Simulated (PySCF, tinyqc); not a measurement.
Worked calculation: FCI on RHF in the sto-3g basis, frozen core, for LiH, spin multiplicity 1. The lowest restricted solution is unstable here: a spin-polarised one lies 0.0831 hartree lower (PySCF). Computed by tinyqc, a small Python program that keeps every step (integrals from PySCF). Settings: charge = 0, multiplicity = 1, basis = sto-3g, method = RHF, frozen orbitals = 1, energy threshold = 1e-10, iteration cap = 56, orthogonalisation = symmetric, start = Wolfsberg-Helmholz matrix, DIIS depth = 6, ci = FCI. Command: `OMP_NUM_THREADS=1 python tinyqc.py 25364 25365 out.jsonl` (the two numbers bound the seeds that draw the settings). One thread of a shared host (Intel(R) Xeon(R) Processor @ 2.60GHz), about 0.1 s of CPU time with the checks. The early iterations of the SCF are left out here.

## One-electron integrals

Geometry (angstrom):
```
atom       x       y       z
Li    0.0000  0.0000  0.0000
H     0.0000  0.0000  3.0590
```

Basis sto-3g: exponents (1/bohr^2) and contraction coefficients of normalised primitives:
```
element  l (shell)  exponent  coefficient
Li           s (1)   16.1196       0.1543
Li           s (1)    2.9362       0.5353
Li           s (1)    0.7947       0.4446
Li           s (2)    0.6363      -0.1000
Li           s (2)    0.1479       0.3995
Li           s (2)    0.0481       0.7001
Li           p (3)    0.6363       0.1559
Li           p (3)    0.1479       0.6077
Li           p (3)    0.0481       0.3920
H            s (1)    3.4253       0.1543
H            s (1)    0.6239       0.5353
H            s (1)    0.1689       0.4446
```

Overlap, kinetic and nuclear-attraction integrals over the contracted functions; the nuclear repulsion is the sum of Za Zb / Rab.

nuclear repulsion = 0.518971 hartree

overlap S, lower triangle:
```
         1Li 1s  1Li 2s  1Li 2px  1Li 2py  1Li 2pz   2H 1s
1Li 1s   1.0000
1Li 2s   0.2411  1.0000
1Li 2px  0.0000  0.0000   1.0000
1Li 2py  0.0000  0.0000   0.0000   1.0000
1Li 2pz  0.0000  0.0000   0.0000   0.0000   1.0000
2H 1s    0.0016  0.1164   0.0000   0.0000   0.1821  1.0000
```

kinetic energy T (hartree), lower triangle:
```
          1Li 1s   1Li 2s  1Li 2px  1Li 2py  1Li 2pz   2H 1s
1Li 1s    3.5768
1Li 2s   -0.0202   0.1022
1Li 2px   0.0000   0.0000   0.3197
1Li 2py   0.0000   0.0000   0.0000   0.3197
1Li 2pz   0.0000   0.0000   0.0000   0.0000   0.3197
2H 1s    -0.0016  -0.0025   0.0000   0.0000   0.0034  0.7600
```

nuclear attraction V (hartree), lower triangle:
```
          1Li 1s   1Li 2s  1Li 2px  1Li 2py  1Li 2pz    2H 1s
1Li 1s   -8.1559
1Li 2s   -1.0061  -1.3789
1Li 2px   0.0000   0.0000  -1.3582
1Li 2py   0.0000   0.0000   0.0000  -1.3582
1Li 2pz  -0.0044  -0.0521   0.0000   0.0000  -1.3911
2H 1s    -0.0056  -0.1483   0.0000   0.0000  -0.2333  -1.7456
```

core Hamiltonian H = T + V (hartree), lower triangle:
```
          1Li 1s   1Li 2s  1Li 2px  1Li 2py  1Li 2pz    2H 1s
1Li 1s   -4.5791
1Li 2s   -1.0263  -1.2768
1Li 2px   0.0000   0.0000  -1.0385
1Li 2py   0.0000   0.0000   0.0000  -1.0385
1Li 2pz  -0.0044  -0.0521   0.0000   0.0000  -1.0714
2H 1s    -0.0072  -0.1508   0.0000   0.0000  -0.2299  -0.9856
```

## Two-electron integrals

Functions are numbered as in S; the eight-fold symmetry (ij|kl) = (ji|kl) = (kl|ij) leaves the list below.

Two-electron integrals (ij|kl) in chemists' order, unique and non-zero (hartree):
```
(11|11) 1.6804     (21|11) 0.2654     (21|21) 0.0499     (22|11) 0.3977
(22|21) 0.0929     (22|22) 0.2906     (31|31) 0.0090     (32|31) 0.0138
(32|32) 0.0642     (33|11) 0.3966     (33|21) 0.0929     (33|22) 0.2905
(33|33) 0.3129     (41|41) 0.0090     (42|41) 0.0138     (42|42) 0.0642
(43|43) 0.0169     (44|11) 0.3966     (44|21) 0.0929     (44|22) 0.2905
(44|33) 0.2792     (44|44) 0.3129     (51|51) 0.0090     (52|51) 0.0138
(52|52) 0.0642     (53|53) 0.0169     (54|54) 0.0169     (55|11) 0.3966
(55|21) 0.0929     (55|22) 0.2905     (55|33) 0.2792     (55|44) 0.2792
(55|55) 0.3129     (61|11) 0.0015     (61|21) 3.00e-04   (61|22) 0.0006
(61|33) 0.0006     (61|44) 0.0006     (61|51) 5.22e-05   (61|52) 1.11e-04
(61|55) 0.0006     (61|61) 2.23e-06   (62|11) 0.0256     (62|21) 0.0062
(62|22) 0.0239     (62|33) 0.0225     (62|44) 0.0225     (62|51) 0.0008
(62|52) 0.0074     (62|55) 0.0267     (62|61) 5.03e-05   (62|62) 0.0058
(63|31) 1.77e-04   (63|32) 0.0013     (63|53) 0.0007     (63|63) 1.76e-04
(64|41) 1.77e-04   (64|42) 0.0013     (64|54) 0.0007     (64|64) 1.76e-04
(65|11) 0.0391     (65|21) 0.0094     (65|22) 0.0369     (65|33) 0.0346
(65|44) 0.0346     (65|51) 0.0012     (65|52) 0.0117     (65|55) 0.0415
(65|61) 7.75e-05   (65|62) 0.0093     (65|65) 0.0149     (66|11) 0.1730
(66|21) 0.0417     (66|22) 0.1714     (66|33) 0.1609     (66|44) 0.1609
(66|51) 0.0044     (66|52) 0.0511     (66|55) 0.1922     (66|61) 3.31e-04
(66|62) 0.0588     (66|65) 0.0948     (66|66) 0.7746
```

## Orthogonalisation

S = U s U^T; symmetric (Loewdin) form X = U s^(-1/2) U^T, so that X^T S X = 1.

eigenvalues of S: 0.7161  0.8450  1.0000  1.0000  1.1534  1.2855

X, lower triangle:
```
          1Li 1s   1Li 2s  1Li 2px  1Li 2py  1Li 2pz   2H 1s
1Li 1s    1.0230
1Li 2s   -0.1262   1.0285
1Li 2px   0.0000   0.0000   1.0000
1Li 2py   0.0000   0.0000   0.0000   1.0000
1Li 2pz  -0.0016   0.0086   0.0000   0.0000   1.0129
2H 1s     0.0105  -0.0621   0.0000   0.0000  -0.0938  1.0183
```

## Iteration 10 (converged): orbitals

converged F (hartree), lower triangle:
```
          1Li 1s   1Li 2s  1Li 2px  1Li 2py  1Li 2pz    2H 1s
1Li 1s   -2.3820
1Li 2s   -0.6455  -0.2041
1Li 2px   0.0000   0.0000   0.1506
1Li 2py   0.0000   0.0000   0.0000   0.1506
1Li 2pz   0.0109  -0.0261   0.0000   0.0000   0.1122
2H 1s    -0.0037  -0.1248   0.0000   0.0000  -0.1188  -0.0472
```

Diagonalise F' = X^T F X, C = X C', fill 2 alpha and 2 beta electrons from the bottom; D = 2 C_occ C_occ^T. Each column has its largest component positive (the first on a tie).

F' = X^T F X (hartree), lower triangle:
```
         1        2       3       4        5        6
1  -2.3291
2  -0.3573  -0.0709
3   0.0000   0.0000  0.1506
4   0.0000   0.0000  0.0000  0.1506
5   0.0105  -0.0088  0.0000  0.0000   0.1370
6   0.0254  -0.1228  0.0000  0.0000  -0.1297  -0.0101
```

orbital energies (hartree): MO1 -2.3843, MO2 -0.1720, MO3 0.0562, MO4 0.1506, MO5 0.1506, MO6 0.2271

coefficients C:
```
             MO1      MO2      MO3      MO4     MO5      MO6
1Li 1s    0.9917  -0.1592  -0.2180   0.0000  0.0000  -0.0784
1Li 2s    0.0322   0.5833   0.8005   0.0000  0.0000   0.3092
1Li 2px   0.0000   0.0000   0.0000  -0.1716  0.9852   0.0000
1Li 2py   0.0000   0.0000   0.0000   0.9852  0.1716   0.0000
1Li 2pz  -0.0038   0.2666  -0.4927   0.0000  0.0000   0.8491
2H 1s    -0.0017   0.6723  -0.3944   0.0000  0.0000  -0.6650
```

D after iteration 10, lower triangle:
```
          1Li 1s  1Li 2s  1Li 2px  1Li 2py  1Li 2pz   2H 1s
1Li 1s    2.0178
1Li 2s   -0.1218  0.6825
1Li 2px   0.0000  0.0000   0.0000
1Li 2py   0.0000  0.0000   0.0000   0.0000
1Li 2pz  -0.0924  0.3107   0.0000   0.0000   0.1421
2H 1s    -0.2173  0.7842   0.0000   0.0000   0.3584  0.9039
```

Within a degenerate level the vectors are fixed only up to a rotation; this is one choice.

## Convergence

Stop when the energy changes by less than 1e-10 hartree and every element of the error matrix X^T (F D S - S D F) X is below 3e-06.

Course of the cycle:
```
iteration  E (hartree)     change  largest element of the error matrix
1            -7.646532          -                             1.71e-01
2            -7.684857  -3.83e-02                             5.91e-02
3            -7.695648  -1.08e-02                             2.42e-02
4            -7.703116  -7.47e-03                             2.53e-02
5            -7.704122  -1.01e-03                             4.70e-03
6            -7.704278  -1.56e-04                             3.88e-03
7            -7.704312  -3.41e-05                             6.88e-04
8            -7.704314  -1.44e-06                             2.24e-05
9            -7.704314  -1.15e-09                             1.97e-06
10           -7.704314  -8.58e-12                             4.48e-09
```

PySCF RHF in the same basis = -7.704314 hartree

Converged in 10 iterations.

## Integrals over molecular orbitals

(pq|rs) = sum C_ip C_jq C_kr C_ls (ij|kl), one index at a time.

one-electron integrals over orbitals h = C^T H C (hartree), lower triangle:
```
         1        2        3        4        5        6
1  -4.5706
2   0.1038  -1.0964
3   0.1544  -0.0335  -1.0462
4   0.0000   0.0000   0.0000  -1.0385
5   0.0000   0.0000   0.0000   0.0000  -1.0385
6   0.0363  -0.0850   0.0012   0.0000   0.0000  -1.0146
```

Two-electron integrals over orbitals (pq|rs), unique and non-zero (hartree); the lowest 1 orbital is frozen and left out:
```
(22|22) 0.3980    (32|22) -0.0922   (32|32) 0.0658    (33|22) 0.2304
(33|32) 0.0130    (33|33) 0.2932    (42|42) 0.0220    (43|42) 0.0246
(43|43) 0.0403    (44|22) 0.2141    (44|32) 0.0382    (44|33) 0.2647
(44|44) 0.3129    (52|52) 0.0220    (53|52) 0.0246    (53|53) 0.0403
(54|54) 0.0169    (55|22) 0.2141    (55|32) 0.0382    (55|33) 0.2647
(55|44) 0.2792    (55|55) 0.3129    (62|22) -0.0893   (62|32) 0.0753
(62|33) -0.0064   (62|44) 0.0494    (62|55) 0.0494    (62|62) 0.1190
(63|22) 0.0830    (63|32) -0.0532   (63|33) -0.0295   (63|44) -0.0229
(63|55) -0.0229   (63|62) -0.0516   (63|63) 0.0607    (64|42) 0.0142
(64|43) 0.0064    (64|64) 0.0164    (65|52) 0.0142    (65|53) 0.0064
(65|65) 0.0164    (66|22) 0.3418    (66|32) -0.0452   (66|33) 0.2537
(66|44) 0.2499    (66|55) 0.2499    (66|62) -0.0305   (66|63) 0.0397
(66|66) 0.3323
```

## FCI: determinants and Hamiltonian

one-electron integrals dressed by the frozen orbital, h + 2 (pq|11) - (p1|1q) (hartree), lower triangle:
```
         2        3        4        5        6
2  -0.5700
3   0.0922  -0.3388
4   0.0000   0.0000  -0.2556
5   0.0000   0.0000   0.0000  -0.2556
6   0.0893  -0.0906   0.0000   0.0000  -0.3376
```

energy of the frozen orbital, 2 h_11 + (11|11) = -7.481257 hartree

Hartree-Fock energy = -7.704314 hartree

Slater-Condon rules over spin orbitals, with the nuclear repulsion and the energy of the frozen orbital added and E(HF) subtracted on the diagonal. Only determinants linked to the reference directly or through others are kept (one block of an abelian symmetry group), so some states are absent.

Occupation strings over the orbitals (2 doubly, a alpha, b beta, 0 empty; spin orbitals ordered 1a 1b 2a 2b ...): 220000 2ab000 2a000b 2ba000 2b000a 202000 20a00b 200200 200020 20b00a 200002

H - E(HF) between determinants (hartree), lower triangle:
```
         220000   2ab000   2a000b   2ba000   2b000a   202000   20a00b   200200
220000   0.0000
2ab000   0.0000   0.0636
2a000b   0.0000  -0.0077   0.1763
2ba000   0.0000  -0.0658  -0.0753   0.0636
2b000a   0.0000  -0.0753  -0.1190  -0.0077   0.1763
202000   0.0658   0.1052  -0.0532  -0.1052   0.0532   0.3577
20a00b   0.0753  -0.0532   0.0470  -0.0830   0.0516  -0.1201   0.3194
200200   0.0220   0.0246   0.0142  -0.0246  -0.0142   0.0403   0.0064   0.5438
200020   0.0220   0.0246   0.0142  -0.0246  -0.0142   0.0403   0.0064   0.0169
20b00a  -0.0753  -0.0830   0.0516  -0.0532   0.0470   0.1201  -0.0607  -0.0064
200002   0.1190  -0.0516   0.0588   0.0516  -0.0588   0.0607  -0.0509   0.0164

         200020  20b00a  200002
200020   0.5438
20b00a  -0.0064  0.3194
200002   0.0164  0.0509  0.3991
```

## FCI: roots

Diagonalise (each vector has its largest component positive (the first on a tie)); all determinants have Ms = 0, so triplets appear too. The lowest singlet root is the correlation energy.

lowest roots of this matrix, relative to E(HF) (hartree): -0.0923  -0.0753  -0.0178  0.0226  0.2904  0.3093  0.3665  0.4567

lowest vectors:
```
         root 1  root 2   root 3   root 4
220000   0.8394  0.0000  -0.3230   0.0000
2ab000   0.1565  0.6318   0.5104  -0.1519
2a000b  -0.0462  0.2612  -0.2380   0.6017
2ba000  -0.1565  0.6318  -0.5104  -0.1519
2b000a   0.0462  0.2612   0.2380   0.6017
202000  -0.3108  0.0000  -0.3841   0.0000
20a00b  -0.2413  0.1804  -0.0537  -0.3390
200200  -0.0099  0.0000  -0.0008   0.0000
200020  -0.0099  0.0000  -0.0008   0.0000
20b00a   0.2413  0.1804   0.0537  -0.3390
200002  -0.1703  0.0000   0.3286   0.0000
```

<S^2> of these roots: 0.0000  2.0000  0.0000  2.0000  0.0000  0.0000  2.0000  0.0000

weight of the ground state by excitation level 0, 1, 2, ...: 0.7045  0.0532  0.2422

The reference has a weight of only 0.70: one determinant is a poor start here. A root of higher spin lies below E(HF).
